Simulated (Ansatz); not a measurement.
# UCCSD(T)/STO-3G run of BHSCl (SMILES S[B]Cl)

What is the vertical ionisation energy of BHSCl at UCCSD(T)/STO-3G? 

The results are computed with Ansatz 0.2.0.

75 further runs of the same task are left out: 2 that didn't finish, 73 set aside as unsound or not needed.

## Step 1: Starting point

The species is BHSCl (4 atoms), meant as a doublet with charge 0. SMILES: `S[B]Cl`. Geometry: relaxed at PBE0-D4/def2-TZVP.

Bond lengths: S1–B2 1.766 Å, B2–Cl3 1.722 Å, S1–H4 1.344 Å. Angles: S1–B2–Cl3 124.8°, B2–S1–H4 96.3°.

## Step 2: A single-point energy at UCCSD(T)/STO-3G

The input, molecule.yaml:

```yaml
crystal:
  periodic: [false, false, false]
  atoms:
    - {symbol: S, position_ang: [0.566400, -0.789100, 0.531400]}
    - {symbol: B, position_ang: [-0.299600, 0.475700, -0.345800]}
    - {symbol: Cl, position_ang: [-2.014100, 0.616000, -0.427300]}
    - {symbol: H, position_ang: [1.802900, -0.362900, 0.221400]}
basis:
  gaussian: {orbitals: STO-3G}
magnetization: {spin_polarized: true, initial_magnetization: 1}
correlation: {method: ccsd_t, frozen_orbitals: {B: 1, Cl: 5, H: 0, S: 5}}
accuracy: high
scf: {omitted_lower_state_checks: [cluster_reference, increment]}
```

Launch:

```
ansatz run molecule.yaml --threads 1 --pin off --max-ram 2610MiB --events-out events.jsonl --progress --plain --runs-dir runs
```

The log of the run, cut to the lines that bear on the results:

```text
Warning: RAYON_NUM_THREADS=1 ignored (pool sized by the plan → 1); use --threads N
Functional definition: HF
  name "HF"
[...]
427 factors; integrals over basis functions are off by at most 1.9e-8 eV
[...]
mean field -23747.48386699 eV, -872.7039354891 hartree, gradient 2.4e-8 eV, S^2 0.757379; 0 other end points of the search recorded, 0 dependent functions left out
11 core orbitals not correlated: weight in the atoms' cores, before any rotation towards them, 1.000 or more for the frozen orbitals, at most 0.000 for the correlated occupied ones
reference -23747.48386699 eV, -872.7039354891 hartree; 9, 8 occupied and 4, 5 virtual orbitals, 427 factors
second order -1.66392111 eV of doubles, -0.00000000 eV of singles
cycle   1  -1.93581281 eV  change   -2.7e-1 eV  update   7.6e-2
[...]
cycle  24  -2.18669084 eV  change   6.5e-10 eV  update  5.3e-10
perturbative correction -0.07965307 eV, -0.0029271965 hartree
Total energy: -23749.75021090 eV, -872.7872220918 hartree
Checks for a lower state left out: cluster_reference, increment
```

Wall time 0.34 s (1 thread of Arm Neoverse V1, shared host).

## Step 3: The singlet cation

The input, input.yaml:

```yaml
crystal:
  periodic: [false, false, false]
  atoms:
    - {symbol: S, position_ang: [0.566400, -0.789100, 0.531400]}
    - {symbol: B, position_ang: [-0.299600, 0.475700, -0.345800]}
    - {symbol: Cl, position_ang: [-2.014100, 0.616000, -0.427300]}
    - {symbol: H, position_ang: [1.802900, -0.362900, 0.221400]}
basis:
  gaussian:
    orbitals: STO-3G
total_charge: 1
correlation:
  method: ccsd_t
  frozen_orbitals: {B: 1, Cl: 5, H: 0, S: 5}
accuracy: high
scf:
  omitted_lower_state_checks: [cluster_reference, increment]
```

Launch:

```
ansatz run input.yaml --threads 1 --pin off --max-ram 2610MiB --events-out events.jsonl --progress --plain --runs-dir runs
```

The log of the run, cut to the lines that bear on the results:

```text
Warning: RAYON_NUM_THREADS=1 ignored (pool sized by the plan → 1); use --threads N
[... 2 set-up lines as earlier in the session ...]
[...]
427 factors; integrals over basis functions are off by at most 1.9e-8 eV
[...]
mean field -23740.85349770 eV, -872.4602739118 hartree, gradient 1.5e-8 eV, S^2 0.000000; 0 other end points of the search recorded, 0 dependent functions left out
11 core orbitals not correlated: weight in the atoms' cores, before any rotation towards them, 1.000 or more for the frozen orbitals, at most 0.000 for the correlated occupied ones
reference -23740.85349770 eV, -872.4602739118 hartree; 8, 8 occupied and 5, 5 virtual orbitals, 427 factors
second order -2.75819128 eV of doubles, -0.00000000 eV of singles
cycle   1  -2.88688007 eV  change   -1.3e-1 eV  update   1.3e-1
[...]
cycle  26  -3.28670615 eV  change  -6.2e-10 eV  update  7.0e-10
perturbative correction -0.20991272 eV, -0.0077141500 hartree
Total energy: -23744.35011656 eV, -872.5887722851 hartree
Checks for a lower state left out: cluster_reference, increment
```

Run time: 0.24 s. Hardware: 1 thread of Arm Neoverse V1, shared host.

## Step 4: What came out

Level: UCCSD(T)/STO-3G, 11 core orbitals frozen.

| quantity | value |
| --- | --- |
| doublet BHSCl: total energy | -872.78722 Eh |
| doublet BHSCl: correlation energy (11 core orbitals frozen) | -83.3 mEh |
| doublet BHSCl: (T) correction | -2.93 mEh |
| doublet BHSCl: ⟨S²⟩ of the reference determinant | 0.757 |
| doublet BHSCl: T1 diagnostic | 0.018 |
| singlet cation: total energy | -872.58877 Eh |
| singlet cation: correlation energy (11 core orbitals frozen) | -128.5 mEh |
| singlet cation: (T) correction | -7.71 mEh |
| singlet cation: T1 diagnostic | 0.031 |
| vertical ionisation energy (to the singlet cation) | 5.400 eV |

In words: Removing an electron at fixed nuclei costs 5.40 eV (125 kcal/mol). Only the singlet of the ionised species was computed; a triplet could lie lower. In a minimal basis such a difference can be off by several eV, whatever the method. The triples (doublet BHSCl) make up 3.5 % of the correlation energy. The T1 diagnostic (singlet cation) of 0.031 is above the customary mark for such species, so a single reference may not serve. The triples (singlet cation) make up 6.0 % of the correlation energy.
